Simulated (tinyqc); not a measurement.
Worked calculation: UHF in the sto-6g basis, for LiH+, spin multiplicity 2. One step of it, computed by the program tinyqc.

Task: Iteration 4: building the Fock matrix. J_ij = sum D_kl (ij|kl) with D = D(alpha) + D(beta), K_ij = sum D_kl (ik|jl) for each spin; F = H + J - K(s); E = tr D H + tr D J / 2 - 0.5 sum_s tr D(s) K(s) + E_nn.

D(alpha) after iteration 3, order 1Li 1s, 1Li 2s, 1Li 2px, 1Li 2py, 1Li 2pz, 2H 1s:
```
[[0.990756, 0.017558, 0.000000, 0.000000, -0.002888, -0.033334],
 [0.017558, 0.011544, 0.000000, 0.000000, 0.011963, 0.099608],
 [0.000000, 0.000000, 0.000000, 0.000000, 0.000000, 0.000000],
 [0.000000, 0.000000, 0.000000, 0.000000, 0.000000, 0.000000],
 [-0.002888, 0.011963, 0.000000, 0.000000, 0.012857, 0.107260],
 [-0.033334, 0.099608, 0.000000, 0.000000, 0.107260, 0.894892]]
```

D(beta) after iteration 3, order 1Li 1s, 1Li 2s, 1Li 2px, 1Li 2py, 1Li 2pz, 2H 1s:
```
[[0.990206, 0.019985, 0.000000, 0.000000, 0.000720, -0.002223],
 [0.019985, 0.000403, 0.000000, 0.000000, 0.000015, -0.000045],
 [0.000000, 0.000000, 0.000000, 0.000000, 0.000000, 0.000000],
 [0.000000, 0.000000, 0.000000, 0.000000, 0.000000, 0.000000],
 [0.000720, 0.000015, 0.000000, 0.000000, 0.000001, -0.000002],
 [-0.002223, -0.000045, 0.000000, 0.000000, -0.000002, 0.000005]]
```

core Hamiltonian H = T + V (hartree), order 1Li 1s, 1Li 2s, 1Li 2px, 1Li 2py, 1Li 2pz, 2H 1s:
```
[[-4.641234, -0.984072, 0.000000, 0.000000, -0.005668, -0.021364],
 [-0.984072, -1.282200, 0.000000, 0.000000, -0.061854, -0.212049],
 [0.000000, 0.000000, -1.054742, 0.000000, 0.000000, 0.000000],
 [0.000000, 0.000000, 0.000000, -1.054742, 0.000000, 0.000000],
 [-0.005668, -0.061854, 0.000000, 0.000000, -1.096499, -0.311432],
 [-0.021364, -0.212049, 0.000000, 0.000000, -0.311432, -1.043525]]
```

Two-electron integrals (ij|kl) in chemists' order, unique and non-zero (hartree):
```
(11|11) 1.681247   (21|11) 0.242603   (21|21) 0.044507   (22|11) 0.397190
(22|21) 0.090279   (22|22) 0.290625   (31|31) 0.009437   (32|31) 0.014261
(32|32) 0.064236   (33|11) 0.397190   (33|21) 0.090279   (33|22) 0.290625
(33|33) 0.313125   (41|41) 0.009437   (42|41) 0.014261   (42|42) 0.064236
(43|43) 0.016875   (44|11) 0.397190   (44|21) 0.090279   (44|22) 0.290625
(44|33) 0.279374   (44|44) 0.313125   (51|51) 0.009437   (52|51) 0.014261
(52|52) 0.064236   (53|53) 0.016875   (54|54) 0.016875   (55|11) 0.397190
(55|21) 0.090279   (55|22) 0.290625   (55|33) 0.279374   (55|44) 0.279374
(55|55) 0.313125   (61|11) 0.004963   (61|21) 0.000902   (61|22) 0.001893
(61|33) 0.001865   (61|44) 0.001865   (61|51) 0.000121   (61|52) 0.000264
(61|55) 0.001948   (61|61) 0.000020   (62|11) 0.038298   (62|21) 0.008963
(62|22) 0.034714   (62|33) 0.032705   (62|44) 0.032705   (62|51) 0.001291
(62|52) 0.010715   (62|55) 0.038731   (62|61) 0.000227   (62|62) 0.010451
(63|31) 0.000393   (63|32) 0.002447   (63|53) 0.001168   (63|63) 0.000386
(64|41) 0.000393   (64|42) 0.002447   (64|54) 0.001168   (64|64) 0.000386
(65|11) 0.055638   (65|21) 0.013071   (65|22) 0.051538   (65|33) 0.048200
(65|44) 0.048200   (65|51) 0.002024   (65|52) 0.016880   (65|55) 0.058214
(65|61) 0.000336   (65|62) 0.016483   (65|65) 0.026074   (66|11) 0.190827
(66|21) 0.044983   (66|22) 0.187581   (66|33) 0.174679   (66|44) 0.174679
(66|51) 0.005662   (66|52) 0.060002   (66|55) 0.213383   (66|61) 0.001132
(66|62) 0.079231   (66|65) 0.127399   (66|66) 0.774999
```

nuclear repulsion = 0.57249608 hartree

Give: Coulomb J; exchange K(alpha); exchange K(beta); F(alpha); F(beta); total energy of this density.

Result:

Coulomb J (hartree), order 1Li 1s, 1Li 2s, 1Li 2px, 1Li 2py, 1Li 2pz, 2H 1s:
```
[[3.5485, 0.5309, 0.0000, 0.0000, 0.0061, 0.0111],
 [0.5309, 0.9865, 0.0000, 0.0000, 0.0609, 0.1542],
 [0.0000, 0.0000, 0.9737, 0.0000, 0.0000, 0.0000],
 [0.0000, 0.0000, 0.0000, 0.9737, 0.0000, 0.0000],
 [0.0061, 0.0609, 0.0000, 0.0000, 1.0121, 0.2358],
 [0.0111, 0.1542, 0.0000, 0.0000, 0.2358, 1.1244]]
```

exchange K(alpha) (hartree), order 1Li 1s, 1Li 2s, 1Li 2px, 1Li 2py, 1Li 2pz, 2H 1s:
```
[[1.6748, 0.2495, 0.0000, 0.0000, 0.0003, 0.0055],
 [0.2495, 0.0694, 0.0000, 0.0000, 0.0304, 0.0997],
 [0.0000, 0.0000, 0.0119, 0.0000, 0.0000, 0.0000],
 [0.0000, 0.0000, 0.0000, 0.0119, 0.0000, 0.0000],
 [0.0003, 0.0304, 0.0000, 0.0000, 0.0537, 0.1488],
 [0.0055, 0.0997, 0.0000, 0.0000, 0.1488, 0.7375]]
```

exchange K(beta) (hartree), order 1Li 1s, 1Li 2s, 1Li 2px, 1Li 2py, 1Li 2pz, 2H 1s:
```
[[1.6745, 0.2490, 0.0000, 0.0000, 0.0002, 0.0053],
 [0.2490, 0.0478, 0.0000, 0.0000, 0.0000, 0.0010],
 [0.0000, 0.0000, 0.0099, 0.0000, 0.0000, 0.0000],
 [0.0000, 0.0000, 0.0000, 0.0099, 0.0000, 0.0000],
 [0.0002, 0.0000, 0.0000, 0.0000, 0.0099, 0.0001],
 [0.0053, 0.0010, 0.0000, 0.0000, 0.0001, 0.0000]]
```

F(alpha) (hartree), order 1Li 1s, 1Li 2s, 1Li 2px, 1Li 2py, 1Li 2pz, 2H 1s:
```
[[-2.7675, -0.7026, 0.0000, 0.0000, 0.0001, -0.0158],
 [-0.7026, -0.3651, 0.0000, 0.0000, -0.0313, -0.1576],
 [0.0000, 0.0000, -0.0929, 0.0000, 0.0000, 0.0000],
 [0.0000, 0.0000, 0.0000, -0.0929, 0.0000, 0.0000],
 [0.0001, -0.0313, 0.0000, 0.0000, -0.1381, -0.2244],
 [-0.0158, -0.1576, 0.0000, 0.0000, -0.2244, -0.6566]]
```

F(beta) (hartree), order 1Li 1s, 1Li 2s, 1Li 2px, 1Li 2py, 1Li 2pz, 2H 1s:
```
[[-2.7672, -0.7021, 0.0000, 0.0000, 0.0002, -0.0156],
 [-0.7021, -0.3434, 0.0000, 0.0000, -0.0010, -0.0589],
 [0.0000, 0.0000, -0.0910, 0.0000, 0.0000, 0.0000],
 [0.0000, 0.0000, 0.0000, -0.0910, 0.0000, 0.0000],
 [0.0002, -0.0010, 0.0000, 0.0000, -0.0943, -0.0758],
 [-0.0156, -0.0589, 0.0000, 0.0000, -0.0758, 0.0808]]
```

total energy of this density = -7.701396 hartree
